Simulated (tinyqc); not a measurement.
UHF in the sto-6g basis, for LiH, spin multiplicity 3, step by step (part 3 of 3). Computed by tinyqc, a small Python program that keeps every step (integrals from PySCF). Command: `OMP_NUM_THREADS=1 python tinyqc.py 26968 26969 out.jsonl` (the two numbers bound the seeds that draw the settings). One thread of a shared host (Intel(R) Xeon(R) Processor @ 2.60GHz), about 0.2 s of CPU time with the checks.

Geometry (angstrom):
```
atom         x         y         z
Li    0.000000  0.000000  0.000000
H     0.000000  0.000000  2.951000
```

## Iteration 8 (converged): orbitals

converged F(alpha) (hartree), order 1Li 1s, 1Li 2s, 1Li 2px, 1Li 2py, 1Li 2pz, 2H 1s:
$$\begin{pmatrix}
-2.399883 & -0.608835 & 0.000000 & 0.000000 & -0.003731 & -0.009487 \\
-0.608835 & -0.325279 & 0.000000 & 0.000000 & 0.014395 & -0.096874 \\
0.000000 & 0.000000 & 0.131469 & 0.000000 & 0.000000 & 0.000000 \\
0.000000 & 0.000000 & 0.000000 & 0.131469 & 0.000000 & 0.000000 \\
-0.003731 & 0.014395 & 0.000000 & 0.000000 & 0.097962 & -0.147431 \\
-0.009487 & -0.096874 & 0.000000 & 0.000000 & -0.147431 & -0.488407
\end{pmatrix}$$

converged F(beta) (hartree), order 1Li 1s, 1Li 2s, 1Li 2px, 1Li 2py, 1Li 2pz, 2H 1s:
$$\begin{pmatrix}
-2.366252 & -0.616707 & 0.000000 & 0.000000 & -0.003888 & -0.009393 \\
-0.616707 & -0.060270 & 0.000000 & 0.000000 & -0.018228 & -0.022612 \\
0.000000 & 0.000000 & 0.192460 & 0.000000 & 0.000000 & 0.000000 \\
0.000000 & 0.000000 & 0.000000 & 0.192460 & 0.000000 & 0.000000 \\
-0.003888 & -0.018228 & 0.000000 & 0.000000 & 0.190688 & -0.025270 \\
-0.009393 & -0.022612 & 0.000000 & 0.000000 & -0.025270 & 0.274153
\end{pmatrix}$$

X, order 1Li 1s, 1Li 2s, 1Li 2px, 1Li 2py, 1Li 2pz, 2H 1s:
$$\begin{pmatrix}
1.021961 & -0.123429 & 0.000000 & 0.000000 & -0.001883 & 0.010899 \\
-0.123429 & 1.029071 & 0.000000 & 0.000000 & 0.010878 & -0.070715 \\
0.000000 & 0.000000 & 1.000000 & 0.000000 & 0.000000 & 0.000000 \\
0.000000 & 0.000000 & 0.000000 & 1.000000 & 0.000000 & 0.000000 \\
-0.001883 & 0.010878 & 0.000000 & 0.000000 & 1.016112 & -0.105297 \\
0.010899 & -0.070715 & 0.000000 & 0.000000 & -0.105297 & 1.023160
\end{pmatrix}$$

Diagonalise F' = X^T F X, C = X C', fill 3 alpha and 1 beta electrons from the bottom; D(s) = C_occ C_occ^T. Each column has its largest component positive (the first on a tie).

F' = X^T F X (alpha) (hartree):
$$\begin{pmatrix}
-2.357788 & -0.306518 & 0.000000 & 0.000000 & -0.009073 & 0.013252 \\
-0.306518 & -0.214301 & 0.000000 & 0.000000 & 0.031976 & -0.055655 \\
0.000000 & 0.000000 & 0.131469 & 0.000000 & 0.000000 & 0.000000 \\
0.000000 & 0.000000 & 0.000000 & 0.131469 & 0.000000 & 0.000000 \\
-0.009073 & 0.031976 & 0.000000 & 0.000000 & 0.127806 & -0.115490 \\
0.013252 & -0.055655 & 0.000000 & 0.000000 & -0.115490 & -0.465382
\end{pmatrix}$$

orbital energies (alpha) (hartree): MO1 -2.400780, MO2 -0.494829, MO3 -0.169263, MO4 0.131469, MO5 0.131469, MO6 0.155207

coefficients C (alpha), order 1Li 1s, 1Li 2s, 1Li 2px, 1Li 2py, 1Li 2pz, 2H 1s:
$$\begin{pmatrix}
0.994916 & -0.027998 & -0.259715 & 0.000000 & 0.000000 & -0.040848 \\
0.020745 & 0.092452 & 1.022032 & 0.000000 & 0.000000 & 0.160671 \\
0.000000 & 0.000000 & 0.000000 & 0.997962 & -0.063813 & 0.000000 \\
0.000000 & 0.000000 & 0.000000 & 0.063813 & 0.997962 & 0.000000 \\
0.001630 & 0.074380 & -0.136221 & 0.000000 & 0.000000 & 1.009753 \\
-0.001948 & 0.966344 & -0.183178 & 0.000000 & 0.000000 & -0.309327
\end{pmatrix}$$

F' = X^T F X (beta) (hartree):
$$\begin{pmatrix}
-2.316766 & -0.351799 & 0.000000 & 0.000000 & -0.004365 & 0.014918 \\
-0.351799 & 0.060953 & 0.000000 & 0.000000 & -0.009438 & -0.046044 \\
0.000000 & 0.000000 & 0.192460 & 0.000000 & 0.000000 & 0.000000 \\
0.000000 & 0.000000 & 0.000000 & 0.192460 & 0.000000 & 0.000000 \\
-0.004365 & -0.009438 & 0.000000 & 0.000000 & 0.204999 & -0.075655 \\
0.014918 & -0.046044 & 0.000000 & 0.000000 & -0.075655 & 0.297727
\end{pmatrix}$$

orbital energies (beta) (hartree): MO1 -2.367762, MO2 0.092620, MO3 0.175829, MO4 0.192460, MO5 0.192460, MO6 0.346225

coefficients C (beta), order 1Li 1s, 1Li 2s, 1Li 2px, 1Li 2py, 1Li 2pz, 2H 1s:
$$\begin{pmatrix}
0.993681 & -0.240164 & 0.106821 & 0.000000 & 0.000000 & 0.057182 \\
0.025552 & 0.919749 & -0.422214 & 0.000000 & 0.000000 & -0.233422 \\
0.000000 & 0.000000 & 0.000000 & -0.152759 & 0.988264 & 0.000000 \\
0.000000 & 0.000000 & 0.000000 & 0.988264 & 0.152759 & 0.000000 \\
0.002162 & 0.263662 & 0.813006 & 0.000000 & 0.000000 & -0.559635 \\
-0.002643 & 0.227612 & 0.317834 & 0.000000 & 0.000000 & 0.954060
\end{pmatrix}$$

D(alpha) after iteration 8, order 1Li 1s, 1Li 2s, 1Li 2px, 1Li 2py, 1Li 2pz, 2H 1s:
$$\begin{pmatrix}
1.058093 & -0.247386 & 0.000000 & 0.000000 & 0.034918 & 0.018581 \\
-0.247386 & 1.053527 & 0.000000 & 0.000000 & -0.132311 & -0.097914 \\
0.000000 & 0.000000 & 0.000000 & 0.000000 & 0.000000 & 0.000000 \\
0.000000 & 0.000000 & 0.000000 & 0.000000 & 0.000000 & 0.000000 \\
0.034918 & -0.132311 & 0.000000 & 0.000000 & 0.024091 & 0.096826 \\
0.018581 & -0.097914 & 0.000000 & 0.000000 & 0.096826 & 0.967380
\end{pmatrix}$$

D(beta) after iteration 8, order 1Li 1s, 1Li 2s, 1Li 2px, 1Li 2py, 1Li 2pz, 2H 1s:
$$\begin{pmatrix}
0.987402 & 0.025391 & 0.000000 & 0.000000 & 0.002148 & -0.002626 \\
0.025391 & 0.000653 & 0.000000 & 0.000000 & 0.000055 & -0.000068 \\
0.000000 & 0.000000 & 0.000000 & 0.000000 & 0.000000 & 0.000000 \\
0.000000 & 0.000000 & 0.000000 & 0.000000 & 0.000000 & 0.000000 \\
0.002148 & 0.000055 & 0.000000 & 0.000000 & 0.000005 & -0.000006 \\
-0.002626 & -0.000068 & 0.000000 & 0.000000 & -0.000006 & 0.000007
\end{pmatrix}$$

Within a degenerate level the vectors are fixed only up to a rotation; this is one choice.

## Convergence

Stop when the energy changes by less than 1e-10 hartree and every element of the error matrix X^T (F D S - S D F) X (for each spin) is below 3e-06.

Course of the cycle:
```
iteration  E (hartree)     change  largest element of the error matrix
1          -7.56287729          -                             2.03e-01
2          -7.84408147  -2.81e-01                             9.53e-02
3          -7.86715639  -2.31e-02                             9.82e-03
4          -7.86774037  -5.84e-04                             4.24e-03
5          -7.86787885  -1.38e-04                             2.36e-03
6          -7.86794253  -6.37e-05                             1.51e-05
7          -7.86794254  -1.42e-09                             1.32e-06
8          -7.86794254  -1.92e-11                             3.29e-08
```

PySCF UHF in the same basis, after a stability check = -7.86794254 hartree

Converged in 8 iterations.

## Populations, bond orders and dipole

overlap S, order 1Li 1s, 1Li 2s, 1Li 2px, 1Li 2py, 1Li 2pz, 2H 1s:
$$\begin{pmatrix}
1.000000 & 0.235742 & 0.000000 & 0.000000 & 0.000000 & 0.003370 \\
0.235742 & 1.000000 & 0.000000 & 0.000000 & 0.000000 & 0.131935 \\
0.000000 & 0.000000 & 1.000000 & 0.000000 & 0.000000 & 0.000000 \\
0.000000 & 0.000000 & 0.000000 & 1.000000 & 0.000000 & 0.000000 \\
0.000000 & 0.000000 & 0.000000 & 0.000000 & 1.000000 & 0.202733 \\
0.003370 & 0.131935 & 0.000000 & 0.000000 & 0.202733 & 1.000000
\end{pmatrix}$$

Mulliken: Z minus the diagonal of D S on the atom; Loewdin: the same with S^(1/2) D S^(1/2); Mayer order: 2 sum_s sum (D(s) S)_ij (D(s) S)_ji over the two atoms.

Charges (e):
```
atom   Mulliken    Loewdin  Mulliken spin
1Li   -0.025858  -0.037259       1.025834
2H     0.025858   0.037259       0.974166
```

Mayer bond orders:
```
pair     order
2-1   0.050332
```

dipole moment about the origin, x y z (debye): [0.000000, 0.000000, 1.476499]

<S^2> of the determinant (pure state: 2) = 2.000001
